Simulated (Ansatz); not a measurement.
# B2H3 radical: functionals against CCSD(T) at one geometry

An exercise on one series of results from a longer session: the logs are not shown, and one member is left open.

The runs use Ansatz 0.2.0, Gaussian basis; single points in def2-TZVPP.

Cores are frozen in the correlated methods. Orbitals are unrestricted.

## The system as given

5 atoms, charge 0, spin multiplicity 2.

Atoms are counted from 1 here; the program's logs count them from 0.

Bond lengths: B1–B2 1.528 Å, B1–H3 1.080 Å, B2–H4 1.133 Å, B2–H5 1.217 Å. Angles: B2–B1–H3 177.0°, B1–B2–H4 125.0°, B1–B2–H5 126.2°, H4–B2–H5 108.8°.

Coordinates:

```xyz
5
charge 0, multiplicity 2
B    -0.16110   -0.87320    0.40180
B     0.06220    0.50610   -0.21610
H    -0.36940   -1.83140    0.85500
H    -0.51260    0.92310   -1.09940
H     0.88750    1.32710    0.13710
```

Set-up of the first run:

The input, run/in.yaml:

```yaml
crystal:
  periodic: [false, false, false]
  atoms:
    - {symbol: B, position_ang: [-0.161100, -0.873200, 0.401800]}
    - {symbol: B, position_ang: [0.062200, 0.506100, -0.216100]}
    - {symbol: H, position_ang: [-0.369400, -1.831400, 0.855000]}
    - {symbol: H, position_ang: [-0.512600, 0.923100, -1.099400]}
    - {symbol: H, position_ang: [0.887500, 1.327100, 0.137100]}
basis:
  gaussian: {orbitals: def2-TZVPP}
magnetization: {spin_polarized: true, initial_magnetization: 1}
correlation: {method: ccsd_t}
scf: {omitted_lower_state_checks: [cluster_reference]}
output: {forces: true}
```

The command line of these runs was not kept.

Steps of the session up to this table: CCSD(T)/def2-TZVPP; PBE0-D4/def2-TZVPP; wB97M-V/def2-TZVPP; r2SCAN-D4/def2-TZVPP; PBE-D4/def2-TZVPP; CAM-B3LYP-D4/def2-TZVPP; LC-wPBE/def2-TZVPP.

One of the session's tables, all rows but one given; the rest of the session is left out.

| method | RMS force component (eV/Å) | angle to CCSD(T) forces (°) | dipole (D) |
| --- | --- | --- | --- |
| CCSD(T) | 1.239 | reference | 1.47 |
| PBE0-D4 | ? | ? | ? |
| wB97M-V | 1.204 | 5.5 | 1.49 |
| r2SCAN-D4 | 1.265 | 9.0 | 1.32 |
| PBE-D4 | 1.317 | 11.3 | 1.27 |
| CAM-B3LYP-D4 | 1.230 | 7.3 | 1.42 |
| LC-wPBE | 1.296 | 7.3 | 1.43 |

Estimate the missing values for PBE0-D4.

The run gave: RMS force component (eV/Å): 1.280; angle to CCSD(T) forces (°): 7.7; dipole (D): 1.38. In the column «RMS force component (eV/Å)» it lies between r2SCAN-D4 (1.265) and LC-wPBE (1.296).
